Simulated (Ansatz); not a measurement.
Zinc-blende InAs, treated with PBE in Ansatz (plane waves, PAW).

Total energies, extrapolated to zero smearing (they compare only within this program, potentials and cutoff; free atoms with spin allowed, lowest state found):

```
system                     energy (eV/atom)
-------------------------  ----------------
zinc-blende InAs, relaxed        -5227.2353
free In atom                     -5595.5317
free As atom                     -4853.1691
```

Question: Work out the cohesive energy per atom.

Answer: E_coh = [1 × (-5595.5317) + 1 × (-4853.1691)]/2 − (-5227.2353) = 2.88 eV/atom. The reference value is 3.08 eV/atom (measured, static lattice: zero-point vibration energy added, our sources range from 3.08 to 3.25; as tabulated in Mejia-Rodriguez and Trickey (2018), arXiv:1807.09216), not set against a level without spin–orbit coupling.

Spin–orbit coupling is left out; its size isn't shown.

The PAW data were made under PBE.

Ansatz is an electronic-structure program.
